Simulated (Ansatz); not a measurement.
```yaml
crystal:
  periodic: [false, false, false]
  atoms:
    - {symbol: Ge, position_ang: [0.001791, -0.002007, -0.278482]}
    - {symbol: O, position_ang: [0.915170, 0.925022, 0.714589]}
    - {symbol: O, position_ang: [-0.924370, -0.914714, 0.716014]}
    - {symbol: H, position_ang: [-0.794953, 0.793838, -1.330399]}
    - {symbol: H, position_ang: [0.811924, -0.812852, -1.308488]}
basis:
  gaussian: {orbitals: def2-TZVP}
magnetization: {spin_polarized: true, initial_magnetization: 2}
hamiltonian: {xc: pbe0}
relax: {f_tol: 0.004, max_steps: 80}
```

```sh
$ ansatz run in.yaml --threads 1 --pin off --events-out ev --progress --plain --max-ram 2176MiB
```

Steps of the relaxation (energy above the last step; positions in Å, forces in eV/Å):

```
5
step 1, 917.8 meV
Ge    0.002   -0.002   -0.278    0.038   -0.042   -5.833
O     0.915    0.925    0.715    3.224    3.260    2.656
O    -0.924   -0.915    0.716   -3.258   -3.222    2.662
H    -0.795    0.794   -1.330   -0.360    0.360    0.253
H     0.812   -0.813   -1.308    0.357   -0.356    0.262
```

```
5
step 2, 228.2 meV
Ge    0.002   -0.002   -0.338    0.019   -0.022   -2.990
O     0.973    0.983    0.660    1.494    1.510    1.151
O    -0.982   -0.973    0.662   -1.509   -1.494    1.153
H    -0.898    0.897   -1.248    0.162   -0.162    0.345
H     0.914   -0.915   -1.223   -0.167    0.167    0.341
```

```
5
step 3, 3.5 meV
Ge    0.002   -0.003   -0.365    0.003   -0.003   -0.418
O     1.046    1.055    0.609    0.127    0.128    0.129
O    -1.054   -1.046    0.611   -0.128   -0.127    0.129
H    -0.922    0.921   -1.184    0.076   -0.076    0.081
H     0.937   -0.938   -1.158   -0.077    0.077    0.079
```

```
5
step 5, 0.0 meV
Ge    0.002   -0.003   -0.375    0.000    0.000    0.000
O     1.049    1.058    0.610    0.001    0.001    0.002
O    -1.057   -1.049    0.612   -0.001   -0.001    0.002
H    -0.921    0.920   -1.180   -0.002    0.002   -0.002
H     0.936   -0.936   -1.155    0.002   -0.002   -0.002
```

Close pairs at the end: Ge1–H5 1.533 Å, Ge1–H4 1.533 Å, Ge1–O3 1.786 Å, Ge1–O2 1.786 Å.

A stationary point of unrestricted PBE0 after 5 steps, with ⟨S²⟩ = 2.008 against 2.00 for a pure state; no frequencies were run, so it isn't proven a minimum. 3.9 min on 1 thread of AMD EPYC 7R43, shared host.
